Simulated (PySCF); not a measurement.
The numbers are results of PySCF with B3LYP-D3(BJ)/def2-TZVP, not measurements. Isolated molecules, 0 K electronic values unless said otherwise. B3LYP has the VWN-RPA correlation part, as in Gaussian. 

Reference species (SMILES): `F[Si](F)(F)F` (neutral, multiplicity 1).

| Quantity | Result |
|---|---|
| dipole moment | 0.00 D |

Changed species: `[SiH4]` (whole molecule; the reference has whole molecule).

Problem. Predict the effect on the dipole moment.

Solution. the dipole moment stays essentially unchanged.
